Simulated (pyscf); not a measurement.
5 gas-phase steps of one pattern: four-centre exchange on the singlet surface, F–H + Ge–O or F–H + O–Si or F–H + O–Sn broken and F–Ge + H–O or F–Si + H–O or F–Sn + H–O formed. Optimised with ωB97X-D3(BJ)/def2-SVP in PySCF. Electronic energies in kcal/mol, between the relaxed ends of the descent from the saddle (adducts or complexes of the species named), with the reactant end as zero; ΔE‡ and ΔE at ωB97X-D3(BJ)/def2-TZVP. Rows were drawn at random from the steps of this pattern with a verified saddle, stable references and a bound adduct at one end at least.

```csv
row,step,ΔE,ΔE‡
1,HF (SMILES F) + HO–Si:–F (SMILES O[Si]F) [singlet] → F–Si:–F (SMILES F[Si]F) [singlet] + H₂O (SMILES O),-15.8,6.3
2,HO–Sn(OH)(OH)–OH (SMILES [OH][Sn]([OH])([OH])[OH]) + HF (SMILES F) → H₂O (SMILES O) + HO–Sn(OH)(OH)–F (SMILES [OH][Sn]([OH])([OH])[F]),-11.9,4.7
3,HF (SMILES F) + HO–Ge(F)(F)–F (SMILES [OH][Ge]([F])([F])[F]) → F–Ge(F)(F)–F (SMILES [F][Ge]([F])([F])[F]) + H₂O (SMILES O),-9.2,?
4,H₂N–SiH₂–OH (SMILES N[SiH2]O) + HF (SMILES F) → H₂N–SiH₂–F (SMILES N[SiH2]F) + H₂O (SMILES O),-6.0,20.9
5,HF (SMILES F) + HO–GeH₂–F (SMILES [OH][GeH2][F]) -> F–GeH₂–F (SMILES [F][GeH2][F]) + H₂O (SMILES O),-4.4,12.9
```

Task: From a straight line through the complete rows, estimate the missing barrier and say how far the line can be trusted.

Result: Over the 4 complete rows the means are -9.5 (ΔE) and 11.2 (ΔE‡); least squares gives b = 1.06 and a = 21.3 kcal/mol, with residuals of 4.1 kcal/mol (root mean square; largest 6.0, row 4). For row 3: 21.3 + 1.06 × (-9.2) = 11.5 kcal/mol. The computed barrier is 12.3 kcal/mol, 0.8 over the line. The scatter is large against the spread of the barriers, so the line says little here. Each barrier is that of the saddle found. Elements up to Kr have no core potential and no relativistic terms here. Elements past Kr carry the def2 core potentials, without spin-orbit coupling.
